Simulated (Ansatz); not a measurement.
# [NH$_{2}$···H···F], doublet: reading a ladder of total energies

Geometry: a point of a hydrogen-transfer path between rigid fragments, not a stationary point.

```xyz
5

N    -1.3386   -0.0158   -0.0246
H    -1.6359    0.9520   -0.0246
H    -1.6359   -0.4181    0.8556
H     0.2474   -0.0158   -0.0246
F     1.1474   -0.0158   -0.0246
```

Basis cc-pVDZ; Ansatz 0.2.0. Correlated methods freeze the noble-gas cores, which leaves 15 electrons in 41 orbitals. R marks a restricted (for open shells ROHF) determinant, U an unrestricted one.

Full CI isn't at hand for all of this; UCCSDT(Q) serves as the reference, and is uncertain by about the last step of the cluster series.

Runs differ by some tens of microhartree through their thresholds and, for an open shell, their frozen cores, so steps under 0.03 kcal/mol mean nothing.

```
    level  total energy (hartree)
      UHF             -155.588467
     UMP2             -155.936547
    UCCSD             -155.960018
 UCCSD(T)             -155.965073
   UCCSDT             -155.965514
UCCSDT(Q)             -155.966143
```

Task: What is the correlation energy at UCCSDT(Q), and what share of it do UMP2 and UCCSD(T) recover?

Result: E(corr) = -155.966143 − (-155.588467) = -0.377676 hartree = -10.277 eV. UMP2: -0.348080 / -0.377676 = 92.16 %. UCCSD(T): -0.376606 / -0.377676 = 99.72 %.

Task: By how many kcal/mol does UCCSD(T) miss UCCSDT(Q) (1 hartree = 627.509 kcal/mol), and which steps make up the rest?

Result: -155.965073 − (-155.966143) = 0.001070 hartree = 0.67 kcal/mol. Steps: UCCSDT − UCCSD(T) = -0.28, UCCSDT(Q) − UCCSDT = -0.39 kcal/mol. That is within 1 kcal/mol of the reference in this basis, which itself misses far more of the correlation at the basis-set limit.
